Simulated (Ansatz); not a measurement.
**Molybdenum, bcc: convergence with the k-point mesh**

Computed with Ansatz, PBE, scalar-relativistic PAW, on the relaxed cell (a = 3.163 Å; spin not included). Errors count from a run at 420 eV on a Γ-centred 23×23×23 mesh with Fermi-Dirac smearing of 0.1 eV, extrapolated to zero width. Fixed here: cutoff 420 eV, Fermi-Dirac width 0.1 eV. The SCF starts from atomic densities corrected by a trained network.

| k-mesh | E(σ→0) error (meV/atom) | P (GPa) | SCF iterations |
| --- | --- | --- | --- |
| 2×2×2 | 1234.8 | 9.78 | 6 |
| 4×4×4 | 38.6 | 0.05 | 6 |
| 5×5×5 | -31.7 | -2.56 | 6 |
| 7×7×7 | 35.3 | 0.07 | 6 |
| 9×9×9 | -13.6 | -0.65 | 6 |
| 11×11×11 | 23.3 | -0.05 | 6 |
| 15×15×15 | 4.3 | -0.29 | 6 |
| 20×20×20 | 0.1 | -0.41 | 6 |

Within 5 meV/atom of the last row: from 15×15×15 on.
